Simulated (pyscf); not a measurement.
Thermochemistry of product channels of `[GaH]=[AsH]` + `[SiH2]` [singlet] on the singlet surface, in eV, from ωB97M-D3(BJ)/def2-TZVP energies (ideal gas, 1 atm, RRHO with modes under 100 cm⁻¹ raised to 100, one conformer, R ln 2 for chiral ones without a mode under 150 cm⁻¹). Structures and frequencies: ωB97X-D3(BJ)/def2-SVP in PySCF.

```csv
products,ΔE,ΔH(298 K),ΔG(298 K),ΔG(600 K)
`[SiH2]1[GaH][AsH]1`,-2.40,-2.28,-1.80,-1.33
`[SiH2]=[As][Ga]` [singlet] + `[H][H]`,-2.07,-2.00,-1.88,-1.77
`[SiH3][Ga]=[AsH]`,-2.62,-2.47,-2.03,-1.59
`[SiH3][AsH][Ga]` [singlet],-3.39,-3.21,-2.75,-2.28
`[SiH3][As]=[GaH]`,-2.97,-2.82,-2.34,-1.85
```

These are energies of the channels, which say nothing of barriers. HGa=AsH lies 0.53 eV over its isomer Ga–AsH₂ [singlet] (electronic energy, ωB97M-D3(BJ)/def2-TZVP). Elements up to Kr have no core potential and no relativistic terms here.
